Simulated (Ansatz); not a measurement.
Results of revPBE (plane waves, PAW; Ansatz, a quantum-chemistry and plane-wave program) for hcp Zn.

Numerical settings: plane-wave cutoff 520 eV, 24×24×12 k mesh (along the axes of the cell as run), Fermi–Dirac smearing 0.05 eV, scalar-relativistic PAW data made under PBE.

Computed points:

```json
[
 {"V (Å³/atom)": "15.127", "E − E_lowest (meV/atom)": "4.82", "P (GPa)": "2.598"},
 {"V (Å³/atom)": "15.442", "E − E_lowest (meV/atom)": "1.13", "P (GPa)": "1.189"},
 {"V (Å³/atom)": "15.757", "E − E_lowest (meV/atom)": "0.00", "P (GPa)": "0.000"},
 {"V (Å³/atom)": "16.072", "E − E_lowest (meV/atom)": "1.00", "P (GPa)": "-0.993"},
 {"V (Å³/atom)": "16.387", "E − E_lowest (meV/atom)": "3.82", "P (GPa)": "-1.834"}
]
```

Question: Estimate the bulk modulus from the pressures at 15.442 and 16.072 Å³/atom, and compare it with a fit to all energies.

Answer: B = −V dP/dV. Between V = 15.442 and 16.072 Å³/atom, dP/dV = (-0.993 − (1.189))/(16.072 − 15.442) = -3.46 GPa per Å³/atom; at the midpoint 15.757 Å³/atom this gives B ≈ 54.6 GPa. The third-order Birch–Murnaghan fit gives V0 = 15.757 Å³/atom, B0 = 54.5 GPa, B′ = 7.7, which lies within 1 % of that estimate.

Shape and atoms are relaxed at each volume.

Measured, for comparison: bulk modulus 69.7 GPa (zero-point energy and finite temperature contributions removed, our sources range from 64.7 to 69.7; as tabulated in doi:10.1021/acs.jctc.3c00612). Computed (rounded) less measured: bulk modulus -22 % (-16 % to -22 % over the range).

Note: the bulk modulus comes from volumes at which shape and atoms were relaxed.

Computing time: about 2.9 core-minutes (a rough figure).
